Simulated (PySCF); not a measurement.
formaldehyde (CH2O), SMILES C=O. Geometry: PBE0-D3(BJ)/def2-TZVPD.

TDA-PBE/def2-TZVPD (PySCF) puts the lowest singlet excitations at 3.91, 6.17, 7.41, 7.51, 8.00, 8.67 eV and the lowest triplet (TDA) at 3.20 eV.

Task: What are the lowest singlet roots from EOM-CCSD/aug-cc-pVDZ (PySCF)? (Estimate from the structure and the level; the computed values follow.)

Result: 4.10, 7.02, 7.98, 8.04, 8.60, 9.89 eV; triplets 3.63, 6.22, 6.85 eV. S1 differs by 0.20 eV (second minus first; roots are paired by order, and the bases may differ).
